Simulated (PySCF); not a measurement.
## Static response to an electric field

CS.
Atom-mapped SMILES: `[C-:1]#[S+:2]`

Structure used (GFN2-xTB), in Å, numbered top down from 1:
```
atom  x, y, z in Å
C1     0.7620   -0.0034   -0.0023
S2    -0.7592    0.0046   -0.0119
```

Level: PBE0/def2-SVPD (PySCF), static field, nuclei fixed, core orbitals frozen in the response. The polarisability tensor in these axes (au):

```
x   36.09 -0.07  0.08
y   -0.07 23.29  0.00
z    0.08  0.00 23.29
```

Question: Give the principal values, the mean and the anisotropy Δα = √{½[(α1 − α2)² + (α2 − α3)² + (α1 − α3)²]}.

Answer: Principal values 23.29, 23.29 and 36.10 au; mean 27.56 au = 4.08 Å³ = 4.54 × 10⁻⁴⁰ C²·m²/J; Δα = 12.81 au (46 % of the mean).

Question: What is the dipole moment, and where does it point?

Answer: (-1.98, 0.01, -0.01) D, 1.98 D in size, pointing from the negative to the positive side. Measured along this direction, the outermost atoms are C1 at the negative end and S2 at the positive end.

Question: Rayleigh depolarisation ratio (linearly polarised light, static tensor)?

Answer: ρ = 3Δα²/(45ᾱ² + 4Δα²) = 492.3/(34171 + 656.4) = 0.0141.

Question: Form Σ f/ω² (atomic units) for the 8 lowest TDDFT singlets, given as eV and f, and set it beside the mean polarisability, which is this sum over all singlets: 4.85, 0.0059; 4.85, 0.0059; 5.58, 0.0000; 5.96, 0.0000; 5.96, 0.0000; 8.40, 0.0142; 8.72, 0.0359; 9.36, 0.6434.

Answer: They add up to 6.31 au, 22.9 % of the 27.56 au; the largest single term is 5.44 au, from the state at 9.36 eV. Terms in order: 0.19, 0.19, 0.00, 0.00, 0.00, 0.15, 0.35, 5.44 au. Higher excitations give the rest. The strengths listed sum to 0.705.

Question: Estimate the molar refractivity from the static electronic polarisability.

Answer: Lorentz–Lorenz: R = (4π/3)N_A α = 2.5225 cm³/(mol·Å³) × 4.08 Å³ = 10.3 cm³/mol, in the limit of long wavelengths.

Isolated species at its GFN2-xTB geometry, gas phase.

These values come from a run that also computed excited states. On one thread of an x86-64 server (shared host), this took 1.8 s of wall time.
